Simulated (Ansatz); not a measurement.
Cs₃KSb: from a trial structure to a relaxed crystal

Theory: Ansatz 0.2.0, DFT PBE, scalar-relativistic, plane waves, PAW. Cutoff 420 eV, Γ-centred k mesh, Gaussian smearing, no spin polarisation in the final step.

Cs₃KSb was placed on the tetragonal perovskite structure type (P4mm, No. 99), with K in place of Ba, Sb in place of Ti, Cs in place of O, at a guessed volume.

```yaml
crystal:
  lattice:
    - [5.54535, 0.00000, 0.00000]
    - [0.00000, 5.54535, 0.00000]
    - [0.00000, 0.00000, 5.61484]
  atoms:
    - { symbol: K, position: [0.00000, 0.00000, 0.00000] }
    - { symbol: Cs, position: [0.50000, 0.50000, 0.97500] }
    - { symbol: Cs, position: [0.00000, 0.50000, 0.48500] }
    - { symbol: Cs, position: [0.50000, 0.00000, 0.48500] }
    - { symbol: Sb, position: [0.50000, 0.50000, 0.51500] }
```

Cell and atoms relax at zero pressure; the relaxation can't lower the symmetry of the start. After a coarse first stage the cell is made exact in the group found at 0.06 Å.

Formation energies are uncorrected and refer to the elements' standard structures at the same level.

Task: Which crystal results?

Result: It keeps P4mm (No. 99), but not the shape of the type it started on. Conventional cell: a = 6.008 Å, c = 10.410 Å. K has 4 Sb at 4.37 Å, 4 Cs at 4.45 Å and 4 Cs at 4.96 Å; around Cs on Wyckoff site b (1 atom of the primitive cell) lie 1 Sb at 3.61 Å; Cs on Wyckoff site c (2 atoms of the primitive cell) is coordinated by 2 Sb at 3.75 Å, 4 Cs at 4.25 Å and 2 K at 4.45 Å; around Sb lie 5 Cs at 3.61–3.75 Å and 4 K at 4.37 Å.

```xyz
5
Lattice="6.0077 0.0000 0.0000 0.0000 6.0077 0.0000 0.0000 0.0000 10.4098" Properties=species:S:1:pos:R:3 pbc="T T T"
K     0.0000    0.0000    8.2136
Cs    3.0039    3.0039    0.3674
Cs    0.0000    3.0039    4.9286
Cs    3.0039    0.0000    4.9286
Sb    3.0039    3.0039    7.1699
```

Task: What are its volume, energy, density and gap?

Result: The volume per atom is 75.14 Å³, the density is 2.47 g/cm³ and the energy over the elements is -0.16 eV/atom. The gap on the 6×6×4 mesh is 0 eV (a metal).

The final run used a 6×6×4 mesh on its 5-atom cell and 0.10 eV smearing. The k mesh leaves about 4 meV/atom of noise in metals. Spin–orbit coupling is left out. Symmetry constrained the relaxation, so the result can be a saddle point.

Cost: 3 runs of about 13 core-minutes in all, on Arm Neoverse V1 (shared hosts).